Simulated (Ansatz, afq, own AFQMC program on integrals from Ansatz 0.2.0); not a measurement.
Two steps: Ansatz 0.2.0 writes the Fock matrix and Cholesky factors of the valence space, and afq projects on them the lowest state that overlaps trial and start.

```yaml
crystal:
  periodic: [false, false, false]
  atoms:
    - {symbol: N, position_ang: [0.000000, -0.168498, 0.521452]}
    - {symbol: N, position_ang: [0.000000, 0.168498, -0.521452]}
    - {symbol: H, position_ang: [0.000000, 0.680423, 1.110680]}
    - {symbol: H, position_ang: [0.000000, -0.680423, -1.110680]}
basis:
  gaussian: {orbitals: cc-pVDZ}
magnetization: {spin_polarized: false}
correlation: {method: ccsd_t, electrons: outside_noble_gas, hamiltonian_folder: ham}
```

```sh
$ ansatz run in.yaml --threads 1 --pin off --events-out ev --progress --plain --max-ram 1382MiB
```

Options of the walk:

```
--method phaseless --trial hf --walkers 120 --populations 1 --least-time 40 --time-step 0.005 --steps-per-block 20 --equilibration-blocks 112 --max-blocks 600 --target-error 0.00126 --factor-cut 1e-05 --seed 9642 --taylor-order 6
```

Times are imaginary, in 1/Eh. The walk had a cap of 513 s.

Log:

```
orbitals 36  electrons 6 6  factors 290 of 358
reference energy -109.97521711 Eh
CCSD correlation -0.33156047 Eh in 10 cycles, weight of the determinant in the CISD state 0.8964
energy of the start -109.975217 Eh
 block  time / (1/Eh)  mean weight  energy / Eh
     1     0.100  1.0026  -110.075953
     2     0.200  1.0046  -110.129611
     3     0.300  1.0056  -110.180539
     4     0.400  1.0034  -110.217365
     5     0.500  0.9996  -110.222606
     8     0.800  0.9993  -110.258324
    18     1.800  1.0004  -110.323116
    69     6.900  1.0038  -110.368684
   120    12.000  0.9997  -110.345957
   171    17.100  0.9991  -110.310915
   222    22.200  0.9997  -110.303239
   239    23.900  1.0002  -110.282249
   273    27.300  1.0023  -110.374404
   324    32.400  1.0020  -110.313104
   375    37.500  1.0006  -110.369774
   426    42.600  0.9992  -110.314465
   477    47.700  0.9990  -110.356415
   528    52.800  0.9986  -110.329618
   579    57.900  0.9998  -110.330124
   613    61.300  1.0020  -110.412897
   630    63.000  0.9999  -110.338099
   681    68.100  1.0003  -110.357572
   698    69.800  0.9980  -110.312628
blocks merged  error / Eh  count
     1  0.001106  600
     2  0.001445  300
     4  0.001821  150
     8  0.002215  75
    16  0.002408  37
    32  0.001857  18
    64  0.002348  9
energy -110.319142 +/- 0.002408 Eh
(rows thinned)
```

The run passed its tests (sampling time, drift between the halves within three errors, error under three times the target), which doesn't prove that it has relaxed. The second half of the sampling lies below the first by 1.8 errors of their difference, so the energy may still be moving and its error bar be too small.

Against this walk (error 65.5 meV) on the same determinant: CCSD(T) 86.8 meV higher (within the noise), CCSDT(Q) 54.5 meV higher (within the noise), a separate phaseless walk with a CISD trial and standard settings 47.2 ± 68.7 meV higher (within the noise). The error is statistical and leaves out the bias of the constraint.

Cautions: constraint bias not in the error; error above the target (65.5 against 34.3 meV).

The walk took 89 s on 1 thread of AMD EPYC 9R45 96-Core Processor (Zen 5) (shared host). The log's last line is the phaseless energy.

CCSDT and higher add their correlation energy to the determinant of the CCSD(T) run, since their own runs factorise the integrals more tightly (a shift of under 2 meV). A walk keeps the symmetry of its determinant, which the program's search chose and which needn't be the lowest solution, so a lower state of the same spin and another symmetry isn't excluded.
